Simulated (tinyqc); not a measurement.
Worked calculation: CIS on RHF in the sto-6g basis, frozen core, for HF, spin multiplicity 1. One step of it, computed by the program tinyqc.

Question. CIS matrix, triplets. A(ia,jb) = (e_a - e_i) d_ij d_ab - (ij|ab).

orbital energies (hartree): MO1 -26.255638, MO2 -1.441146, MO3 -0.528654, MO4 -0.471241, MO5 -0.471241, MO6 0.431429

Two-electron integrals over orbitals (pq|rs), unique and non-zero (hartree); the lowest 1 orbital is frozen and left out:
```
(22|22) 0.869573    (32|22) -0.040886   (32|32) 0.144580    (33|22) 0.718837
(33|32) -0.024783   (33|33) 0.707972    (42|42) 0.187283    (43|42) -0.032794
(43|43) 0.039186    (44|22) 0.892304    (44|32) -0.071539   (44|33) 0.706867
(44|44) 0.998085    (52|52) 0.187283    (53|52) -0.032794   (53|53) 0.039186
(54|54) 0.053789    (55|22) 0.892304    (55|32) -0.071539   (55|33) 0.706867
(55|44) 0.890506    (55|55) 0.998085    (62|22) -0.102608   (62|32) -0.067552
(62|33) -0.027193   (62|44) -0.100261   (62|55) -0.100261   (62|62) 0.092201
(63|22) -0.214137   (63|32) 0.087226    (63|33) -0.104318   (63|44) -0.228769
(63|55) -0.228769   (63|62) 0.044471    (63|63) 0.212695    (64|42) -0.033270
(64|43) -0.020138   (64|64) 0.029608    (65|52) -0.033270   (65|53) -0.020138
(65|65) 0.029608    (66|22) 0.653934    (66|32) 0.055265    (66|33) 0.659906
(66|44) 0.633597    (66|55) 0.633597    (66|62) -0.059554   (66|63) -0.019582
(66|66) 0.693543
```

Give: CIS matrix A, triplet.

Answer.

CIS matrix A, triplet (hartree), lower triangle:
```
         2>6     3>6     4>6     5>6
2>6   1.2186
3>6  -0.0553  0.3002
4>6   0.0000  0.0000  0.2691
5>6   0.0000  0.0000  0.0000  0.2691
```
